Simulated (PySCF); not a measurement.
**Relaxation of triplet OF₂**

These are results of UPBE/[O def2-TZVP, F def2-TZVP], no relativity, density fitting, PySCF, not measurements. A (50,194) grid was used.

A hand-made bent start, of C2v symmetry, held to at least that symmetry:

Coordinates in bohr (charge 0 multiplicity 3):
```
O     0.0000    0.0000   -0.9687
F     1.9659    0.0000    0.4078
F    -1.9659    0.0000    0.4078
```

Optimiser trace:
```csv
step,E − E(last) (kJ/mol),largest gradient (Eh/bohr)
0,451.23,0.31979
1,61.57,0.03330
2,22.10,0.01683
3,1.26,0.00879
4,0.66,0.00676
5,0.01,0.00047
6,0.00,0.00004
```

It ends at C2v with O–F 1.553 Å (×2); F–O–F 144.0° (after a last refinement on a finer grid). A frequency run shows a minimum. Other isomers or separated fragments may lie lower.

At this level a singlet minimum of C2v symmetry lies 103 kJ/mol below this structure.
